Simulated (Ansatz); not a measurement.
in.yaml

```yaml
crystal:
  periodic: [false, false, false]
  atoms:
    - {symbol: Sb, position_ang: [0.000000, -0.014244, 0.001063]}
    - {symbol: H, position_ang: [0.000000, 0.897557, -1.598280]}
    - {symbol: H, position_ang: [0.000000, 0.823135, 1.469866]}
basis:
  gaussian: {orbitals: def2-SVP}
total_charge: 1
magnetization: {spin_polarized: false, initial_magnetization: 2}
correlation: {active_space: {ras: {orbitals: [2, 2, 23], electrons: 6, max_holes: 2, max_particles: 2}, fixed_orbitals: true}}
accuracy: high
```

```sh
$ ansatz run in.yaml --threads 1 --pin off --events-out ev --progress --plain --max-ram 2393MiB
```

Log:

```
818 factors; integrals over basis functions are off by at most 2.8e-9 eV
mean field evaluation 1: about -6531.9541 eV, gradient 6.5e0 eV
mean field evaluation 2: about -6531.9789 eV, gradient 6.5e0 eV
mean field evaluation 4: about -6532.3513 eV, gradient 4.9e-1 eV
mean field evaluation 8: about -6532.3559 eV, gradient 1.5e-1 eV
mean field evaluation 16: about -6532.3565 eV, gradient 2.7e-8 eV
mean field -6532.35648774 eV, -240.0596731340 hartree, gradient 2.7e-8 eV, S^2 2.000000; 0 other end points of the search recorded, 0 dependent functions left out
reference -6532.35648774 eV, -240.0596731340 hartree; 13, 11 occupied and 23, 25 virtual orbitals, 818 factors
state -6534.77566278 eV, -240.1485761770 hartree
Total energy: -6534.77566278 eV, -240.1485761770 hartree
```

Natural occupations: 1.9639 1.9373 0.9972 0.9919 0.0412 0.0255 0.0070 0.0063 0.0063 0.0056 0.0048 0.0026 0.0026 0.0024 0.0017 0.0008 0.0008 0.0006 0.0006 0.0004 0.0004 0.0001 0.0001 0.0000.

Ran on 1 thread of Intel Xeon, shared host: 3 s wall, 0.17 GiB peak host memory.
